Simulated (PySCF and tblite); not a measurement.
**C2H7N, numbered as in [CH3:1][CH2:2][NH2:3]: conformational analysis**

Free energies: PBE0-D3(BJ)/def2-TZVP on PBE0-D3(BJ)/def2-SVP structures plus GFN2-xTB thermal terms, symmetry and mirror images included. Conformers within 4 kcal/mol (GFN2-xTB free energy) were kept, 5 at most. GIAO shieldings: PBE0/pcSseg-1. Shifts are against TMS (¹H), TMS (¹³C), NH3 (¹⁵N) at the same level. Run with PySCF (density fitting) and tblite.

Torsions listed: C1–C2–N3–H3. Of a mirror pair one member is shown.

```csv
conformer,shape,symmetry,E(GFN2) kcal/mol,E(DFT) kcal/mol,G(298.15 K) kcal/mol,weight %,dipole D
1,-64°,C1 (pair),1.09,0.10,0.00,69.7,1.30
2,-58°,Cs,0.00,0.00,0.49,30.3,1.33
```

Weights (%) against temperature:

```tsv
T (K)	1	2	S(mix) cal/mol/K
180	70.2	29.8	2.18
230	69.9	30.1	2.18
298.15	69.7	30.3	2.18
330	69.6	30.4	2.18
400	69.5	30.5	2.18
```

Averaged shifts at 298.15 K. ¹H: 2.67 (H2, 2H), 1.05 (H1, 3H) ppm. ¹³C: 40.4 (C2), 21.1 (C1) ppm. ¹⁵N: 41.6 (N3) ppm.

Coordinates of conformer 1 (Å):

```xyz
10

C    -1.146    0.071   -0.009
C     0.269   -0.436   -0.217
N     1.218    0.370    0.528
H    -1.882   -0.570   -0.517
H    -1.264    1.092   -0.409
H    -1.386    0.104    1.064
H     0.338   -1.473    0.154
H     0.474   -0.492   -1.308
H     1.224    1.324    0.169
H     2.164    0.016    0.406
```

Coordinates of conformer 2 (Å):

```xyz
10

C    -1.048   -0.212    0.039
C     0.251    0.569    0.198
N     1.459   -0.111   -0.224
H    -1.021   -1.148    0.623
H    -1.219   -0.485   -1.016
H    -1.920    0.369    0.380
H     0.178    1.518   -0.362
H     0.374    0.864    1.255
H     1.569   -0.983    0.292
H     1.387   -0.376   -1.206
```

H on N, O and S are left out: they exchange, and hydrogen bonds move them by several ppm. Unscaled ¹⁵N shifts at such levels can be off by tens of ppm; differences between conformers or isomers are more reliable. Shifts are unscaled: against experiment ¹³C can be off by 15 ppm or more and ¹H by 0.8 ppm.

Search and properties took 11 s on 1 thread of Arm Neoverse V2 (shared host) (rough), launched as `OMP_NUM_THREADS=1 python ens_run.py task.json out`.


¹⁵N shifts are against a computed isolated NH3 molecule, about 20 ppm from the liquid.